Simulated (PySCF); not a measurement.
**How exact exchange moves a shielding**

Molecule: 1-Butyne, C4H6.

Atoms are numbered as in `[CH:1]#[C:2][CH2:3][CH3:4]`. Each H is labelled by its parent atom.

GIAO shieldings (ppm, equivalent atoms averaged) in PySCF on the PBE0-D3(BJ)/def2-SVP geometry, basis pcSseg-2, gas phase, non-relativistic:

```csv
functional,exact exchange (%),σ(C2),σ(C3)
BLYP,0,85.4,157.3
BP86,0,89.0,162.2
PBE,0,88.5,162.4
PBE0,25,92.4,168.5
mPW1PW91,25,92.2,167.7
BHandHLYP,50,93.4,169.5
HF,100,102.6,178.8
```

(1) Fit each shielding as a line in the percentage of exact exchange.

(2) What does the line predict for B3LYP (20 %), and what does the run give?

Results:

(1) σ(C2) = 87.8 + 0.14 x (rms 1.3 ppm); σ(C3) = 161.5 + 0.18 x (rms 2.1 ppm). The functionals also differ in their semilocal parts, which the line can't hold; Hartree–Fock has no correlation at all.

(2) σ(C2): 90.6 predicted, 88.5 computed; σ(C3): 165.1 predicted, 162.9 computed ppm.
